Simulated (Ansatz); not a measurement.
CH6AlN (`C[NH][AlH2]`), relaxed with RKS PBE0-D4/def2-TZVP in Ansatz from a PBE-D4/def2-SVP geometry. The force threshold is 0.005 eV/Å; the program also tests the step.

The species carries charge 0 and has multiplicity 1.

Start:

```xyz
9

C     0.223    0.999   -0.783
N    -0.293    0.279    0.368
Al   -0.124   -1.451    0.803
H     0.934    1.811   -0.503
H    -0.581    1.468   -1.396
H     0.774    0.305   -1.452
H    -0.819    0.893    0.999
H    -0.818   -1.920    2.163
H     0.703   -2.383   -0.199
```

(1) How much energy does the relaxation release, and in how many steps? (Estimate.)

(2) Which bonds change most? (Best estimate.)

(3) Give the relaxed structure. (Best estimate.)

Answers

(1) The calculation gave: 0.03 eV, in 5 steps.

(2) Computed: N2–Al3 from 1.791 to 1.768 Å; C1–H4 from 1.115 to 1.097 Å; C1–H5 from 1.115 to 1.097 Å; C1–H6 from 1.110 to 1.093 Å.

(3) Computed: 
```xyz
9

C     0.224    0.987   -0.779
N    -0.293    0.286    0.376
Al   -0.127   -1.424    0.792
H     0.920    1.789   -0.503
H    -0.572    1.433   -1.386
H     0.770    0.292   -1.421
H    -0.807    0.900    0.991
H    -0.804   -1.919    2.136
H     0.691   -2.343   -0.207
```
